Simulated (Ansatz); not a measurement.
Relaxing K2Zn

Level of theory: Ansatz 0.2.0, DFT PBE, scalar-relativistic, plane waves, PAW. Cutoff 420 eV, Γ-centred k mesh, Gaussian smearing, no spin polarisation in the final step.

K2Zn was placed on the sites of a reported ThAs2 cell (P4/nmm, No. 129), with Zn in place of Th, K in place of As, at a guessed volume.

```
K Zn
1.0
     4.35011    0.00000    0.00000
     0.00000    4.35011    0.00000
     0.00000    0.00000    9.12928
K Zn
4 2
Direct
  0.00000 0.00000 0.00000
  0.50000 0.50000 0.00000
  0.50000 0.00000 0.64000
  0.00000 0.50000 0.36000
  0.50000 0.00000 0.28000
  0.00000 0.50000 0.72000
```

Cell and atoms relax at zero pressure; the relaxation can't lower the symmetry of the start. After a coarse first stage the cell is made exact in the group found at 0.06 Å.

Formation energies are uncorrected and refer to the elements' standard structures at the same level.

**Question.** Which crystal results?

**Answer.** It keeps P4/nmm (No. 129). Conventional cell: a = 5.528 Å, c = 9.493 Å. K on Wyckoff site a (2 atoms of the primitive cell) has 4 Zn at 3.65 Å, 4 K at 3.91 Å and 4 K at 4.48 Å; K on Wyckoff site c (2 atoms of the primitive cell) has 1 Zn at 3.58 Å, 4 Zn at 4.07 Å and 8 K at 4.48–4.60 Å; Zn has 5 K at 3.58–3.65 Å and 4 K at 4.07 Å.

```
K Zn
1.0
     5.52757    0.00000    0.00000
     0.00000    5.52757    0.00000
     0.00000    0.00000    9.49300
K Zn
4 2
Direct
  0.00000 0.00000 0.00000
  0.50000 0.50000 0.00000
  0.50000 0.00000 0.62812
  0.00000 0.50000 0.37188
  0.50000 0.00000 0.25050
  0.00000 0.50000 0.74950
```

**Question.** What are its volume, energy, density and gap?

**Answer.** The volume per atom is 48.34 Å³. The density is 1.64 g/cm³. The energy over the elements is 0.15 eV/atom and the gap on the 8×8×4 mesh is 0 eV (a metal).

The final run used a 8×8×4 mesh on its 6-atom cell and 0.10 eV smearing. For metals, differences of a few meV/atom aren't resolved. Symmetry constrained the relaxation, so the result can be a saddle point. The steps took of the order of 3 core-minutes in all.